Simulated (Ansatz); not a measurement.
# Ansatz input wanted

AlCl: 2 atoms, total charge 0, spin state singlet. As SMILES, `[Al][Cl]`. The bond length is the measured one.

```csv
atom,x (Å),y (Å),z (Å)
Al,0.0000,0.0000,0.0000
Cl,0.0000,0.0000,2.1301
```

Settings wanted:

* basis set: STO-3G
* task: gradient
* method: HF
* dispersion: none
* reference: RHF
* relativity: none
* accuracy: high

Write the Ansatz 0.2.0 input and the command.

One that was run (others would do as well):

run.yaml:
```yaml
crystal:
  periodic: [false, false, false]
  atoms:
    - {symbol: Al, position_ang: [0.000000, 0.000000, 0.000000]}
    - {symbol: Cl, position_ang: [0.000000, 0.000000, 2.130113]}
basis:
  gaussian: {orbitals: STO-3G}
magnetization: {spin_polarized: false, initial_magnetization: 0}
hamiltonian: {xc: hf}
accuracy: high
output: {forces: true, orbitals: {seedname: orbitals}}
```

```bash
$ ansatz run run.yaml --threads 1 --pin off --max-ram 2610MiB --events-out events.jsonl --progress --plain --runs-dir runs
```

Calculated total energy: -693.65661 Eh, largest force 0.575 eV/Å.
